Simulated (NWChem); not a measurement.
# HNO (nitroxyl): SVWN5/x2c-SVPall (ZORA, density fitting with weigend coulomb fitting)

What is the vertical singlet–triplet gap of HNO (nitroxyl) at SVWN5/x2c-SVPall (ZORA, density fitting with weigend coulomb fitting)? 

The results are computed with NWChem 7.3.0.

6 further runs of the same task are left out: 3 that didn't finish, 3 set aside as unsound or not needed.

## Step 1: The molecule

HNO: 3 atoms, total charge 0, spin state singlet. SMILES: `N=O`. The coordinates come from a GFN2-xTB relaxation.

Bond lengths: N1–O2 1.201 Å, N1–H3 1.062 Å. Angles: O2–N1–H3 112.4°.

## Step 2: The energy at SVWN5/x2c-SVPall (ZORA, density fitting with weigend coulomb fitting)

run.xyz

```xyz
3
nitroxyl
N     -0.275940     0.297220    -0.114780
O      0.768580     0.418030     0.466150
H     -0.492640    -0.715240    -0.351380
```

run.nw

```
start run
title "nitroxyl"
memory stack 880 mb heap 220 mb global 1100 mb
charge 0
geometry units angstroms noautosym nocenter noautoz
   load run.xyz
end
basis spherical bse
   N library x2c-SVPall
   O library x2c-SVPall
   H library x2c-SVPall
end
basis "cd basis" spherical
   N library "weigend coulomb fitting"
   O library "weigend coulomb fitting"
   H library "weigend coulomb fitting"
end
relativistic
   zora on
end
dft
   xc slater vwn_5
   grid fine
   mulliken
end
task dft energy
```

Launch:

```bash
nwchem run.nw > run.out
```

What it wrote:

```text
[...]
          Wavefunction type:  closed shell.
          No. of atoms     :     3
          No. of electrons :    16
[...]
          Charge           :     0
          Spin multiplicity:     1
[...]
          AO basis - number of functions:    33
[...]
              XC Information
              --------------
                        Slater Exchange Functional  1.000 local
                      VWN V Correlation Functional  1.000 local
[...]
 d= 0,ls=0.0,diis     1   -129.4466197788 -1.60D+02  3.61D-02  6.88D-01     1.1
[...]
 d= 0,ls=0.0,diis     9   -129.5104210337 -1.76D-09  5.15D-06  1.82D-07     1.5
[...]
         Total DFT energy =     -129.510421033745
      One electron energy =     -237.968687293208
           Coulomb energy =       92.813764436302
    Exchange-Corr. energy =      -14.760627048072
 Nuclear repulsion energy =       30.405128871233
       Scaling correction =        0.045257111745
[...]
      Total Density - Mulliken Population Analysis
     ---------------------------------------------
    Atom       Charge   Shell Charges
 -----------   ------   -------------------------------------------------------
    1 N    7     6.97   1.99  1.09  0.61  2.23  1.01  0.05
    2 O    8     8.15   1.99  1.10  0.78  2.77  1.48  0.02
    3 H    1     0.88   0.71  0.13  0.03
[...]
```

Wall time 2.1 s (1 thread of Intel Xeon Platinum 8259CL at 2.50GHz (Skylake/Cascade Lake), shared host); peak memory 0.11 GiB.

## Step 3: The triplet, same level

geom.nw

```
start geom
memory 2200 mb

geometry noautosym nocenter noautoz
   N       -0.275940       0.297220      -0.114780
   O        0.768580       0.418030       0.466150
   H       -0.492640      -0.715240      -0.351380
end

basis "ao basis" spherical bse
   * library x2c-SVPall
end

basis "cd basis" spherical
   * library "weigend coulomb fitting"
end

relativistic
   zora on
end

dft
   xc slater vwn_5
   mult 3
   grid fine
   maxiter 150
   mulliken
   print low
end

task dft energy
```

Launch:

```bash
nwchem geom.nw > geom.out
```

What it wrote:

```text
[...]
 d= 0,ls=0.0,diis     1   -129.4467994103 -1.60D+02  1.29D-02  1.34D-01     1.4
[...]
 d= 0,ls=0.0,diis    10   -129.4936318862 -1.00D-08  8.22D-07  6.19D-10     2.1
[...]
         Total DFT energy =     -129.493631886192
      One electron energy =     -238.114542069572
           Coulomb energy =       93.004766837696
    Exchange-Corr. energy =      -14.788985525549
 Nuclear repulsion energy =       30.405128871233
       Scaling correction =        0.045192561602
[...]
      Total Density - Mulliken Population Analysis
     ---------------------------------------------
    Atom       Charge   Shell Charges
 -----------   ------   -------------------------------------------------------
    1 N    7     7.05   1.99  1.03  0.52  2.34  1.13  0.05
    2 O    8     8.14   1.99  1.10  0.78  2.77  1.47  0.02
    3 H    1     0.82   0.65  0.12  0.04
[...]
      <S2> =      2.0022 (Exact =     2.0000)
[...]
```

It took 2.7 s on 1 thread of Intel Xeon Platinum 8259CL at 2.50GHz (Skylake/Cascade Lake), shared host; peak memory 0.11 GiB.

## Step 4: Outcome

At SVWN5/x2c-SVPall (ZORA, density fitting with weigend coulomb fitting):

| quantity | value |
| --- | --- |
| singlet: total energy | -129.51042 Eh |
| singlet: dipole moment | 1.68 D |
| singlet: HOMO energy | -5.04 eV |
| singlet: LUMO energy | -4.26 eV |
| singlet: HOMO–LUMO gap | 0.78 eV |
| triplet: total energy | -129.49363 Eh |
| triplet: ⟨S²⟩ | 2.002 |
| vertical energy of the triplet above the singlet | 0.457 eV |

What this shows: At this shape the triplet lies 0.46 eV (10.5 kcal/mol) above the singlet. Mulliken charges (triplet) run from -0.14 on O2 to +0.18 on H3.
